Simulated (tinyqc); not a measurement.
Worked calculation: Hueckel theory of the pi electrons, for the molecule Clc1c[cH+]1 (SMILES; centres numbered as the heavy atoms are written). One step of it, computed by the program tinyqc.

Task: Energy, charges, bond orders. E = sum n x; q_r = z_r - P_rr; bond order p = P_rs; free valence = sqrt(3) - sum of p over the bonds of the atom.

x values: 2.247944  1.787402  -1.000000  -1.035346

occupations: 2.000000  2.000000  0.000000  0.000000

charge and bond-order matrix P, lower triangle:
```
           1Cl        2C        3C        4C
1Cl   1.976847
2C    0.175690  0.666801
3C   -0.086319  0.655023  0.678176
4C   -0.086319  0.655023  0.678176  0.678176
```

Centres:

| centre | z_r, pi electrons of the neutral centre | h |
|---|---|---|
| 1Cl | 2 | 2.000000 |
| 2C | 1 | 0.000000 |
| 3C | 1 | 0.000000 |
| 4C | 1 | 0.000000 |

Bonds:

| i | j | k |
|---|---|---|
| 1 | 2 | 0.400000 |
| 2 | 3 | 1 |
| 3 | 4 | 1 |
| 4 | 2 | 1 |

Give: pi energy = 4 alpha + this times beta; pi charges; Bond orders and lengths from R = 1.517 - 0.180 p; free valence of the carbons; gap between the highest filled and the next level.

Result:

pi energy = 4 alpha + this times beta = 8.0707

pi charges: 1Cl 0.0232, 2C 0.3332, 3C 0.3218, 4C 0.3218

Bond orders and lengths from R = 1.517 - 0.180 p (angstrom, C-C alone):

| bond | p | R |
|---|---|---|
| 1-2 | 0.1757 | - |
| 2-3 | 0.6550 | 1.3991 |
| 3-4 | 0.6782 | 1.3949 |
| 4-2 | 0.6550 | 1.3991 |

free valence of the carbons: 2C 0.2463, 3C 0.3989, 4C 0.3989

gap between the highest filled and the next level = 2.7874 |beta|
